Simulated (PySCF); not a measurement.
Question: Give a PBE0-D3(BJ)/def2-SVP geometry of InChI=1S/C3H4F2/c4-2-1-3-5/h1-2H,3H2/b2-1+.

Answer: 
```
atom  x, y, z in Å
F1     2.422    0.381   -0.741
C2     1.175    0.560   -0.318
C3     0.327   -0.449   -0.158
C4    -1.072   -0.256    0.317
F5    -1.344    1.068    0.543
H6     0.929    1.607   -0.123
H7     0.655   -1.470   -0.376
H8    -1.792   -0.640   -0.430
H9    -1.245   -0.816    1.254
```

Any rigid rotation of these coordinates is as good. Atoms count from 1 in this order. Of the pairs four or more bonds apart, F5···H6 is among the closest relative to their van der Waals radii: 2.43 Å, 91 % of the sum of Bondi's values. The 5 heavy atoms lie in one plane (0.001 Å rms). The 2 C–F bonds span 1.329 Å (F1–C2, drawn single) to 1.370 Å (C4–F5, drawn single), a spread of 0.041 Å. The 2 C–C bonds span 1.328 Å (C2=C3, drawn double) to 1.490 Å (C3–C4, drawn single), a spread of 0.162 Å.

Bonds between heavy atoms (Å): F1–C2 1.329, C2=C3 1.328, C3–C4 1.490, C4–F5 1.370.

Method: PySCF 2.14.0, PBE0-D3(BJ)/def2-SVP geometry optimisation, gas phase.

Point group: Cs (tolerance 0.08 Å). PBE0-D3(BJ)/def2-SVP frequencies: not computed here. One conformer, not necessarily the lowest (C2–C3–C4–F5 0°).
